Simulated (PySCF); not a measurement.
**Question.** What does the GFN2-xTB structure of InChI=1S/C5H11N/c1-2-5-3-6-4-5/h5-6H,2-4H2,1H3 look like in three dimensions?

**Answer.** 
```xyz
17
C5H11N angstrom
C      2.2216    0.0016   -0.0595
C      0.9393    0.5337    0.5703
C     -0.2549    0.3538   -0.3518
C     -1.6424    0.7099    0.2085
N     -2.1613   -0.5583   -0.3092
C     -0.8068   -1.0710   -0.5312
H      2.4445    0.5368   -0.9796
H      3.0607    0.1221    0.6215
H      2.1184   -1.0550   -0.2958
H      0.7522    0.0120    1.5125
H      1.0553    1.5968    0.7969
H     -0.0673    0.8392   -1.3098
H     -2.1435    1.5783   -0.2241
H     -1.6452    0.8023    1.3011
H     -2.7472   -1.0949    0.3203
H     -0.4432   -1.7662    0.2350
H     -0.6872   -1.5292   -1.5151
```

Any rigid rotation of these coordinates is as good. Atoms count from 1 in this order. N5 (secondary amine nitrogen) is pyramidal (angles 116.3°, 116.3° and 91.7°, sum 324.3°, 0.43 Å off the plane of its three neighbours). The 4-membered ring C3–C4–N5–C6 has internal angles of 86.2° to 91.7° (sum 357°, against 360° for a flat polygon); it is puckered, 0.09 Å rms from its mean plane, widest ring torsion 14°. Of the pairs four or more bonds apart, C6···H9 is among the closest relative to their van der Waals radii: 2.93 Å, 101 % of the sum of Bondi's values.

Bonds between heavy atoms (Å): C1–C2 1.525, C2–C3 1.519, C3–C4 1.538, C4–N5 1.465, N5–C6 1.465, C3–C6 1.539.

Computed geometry: GFN2-xTB, gas phase.

Point group: C1 (no symmetry element, even within 0.4 Å). Whether it is a minimum is left open (no frequencies). The numbers are those of one conformer (C1–C2–C3–C4 174°, C2–C3–C4–N5 -133°, C3–C4–N5–C6 14°, C4–N5–C6–C3 -14°, C2–C3–C6–N5 132°).
